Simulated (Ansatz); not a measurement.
Species: H3Si, SMILES `[SiH3]` (charge 0, multiplicity 2).

Task: Give a relaxed geometry from CAM-B3LYP-D3(BJ)/def2-TZVP in Ansatz (a program for electronic structure).

Result: the end point of this relaxation (outside a Z-matrix the atoms follow the SMILES, hydrogens last).
Z-matrix (Å, degrees):
```
Si
H 1 1.4793
H 1 1.4793 2 111.06
H 1 1.4793 2 111.06 3 -124.13
```
